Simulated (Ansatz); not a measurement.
How basis sets differ on BH (SMILES [BH])

The species is BH (2 atoms), meant as a singlet with charge 0. SMILES: `[BH]`. The bond length is the measured one. The run starts from this shape.

```xyz
2

B     0.0000    0.0000    0.0000
H     0.0000    0.0000    1.2324
```

Quantity: the adiabatic ionisation energy (to the doublet cation, no zero-point term), in eV. The values are calculated.

```csv
level,kind,program,value (eV)
HF/STO-3G,Hartree–Fock,Ansatz,6.25
HF/3-21G,Hartree–Fock,Ansatz,8.39
HF/6-31G* (Cartesian functions),Hartree–Fock,Ansatz,8.25
HF/cc-pVTZ,Hartree–Fock,Ansatz,8.40
```

The values span 6.25 to 8.40 eV.
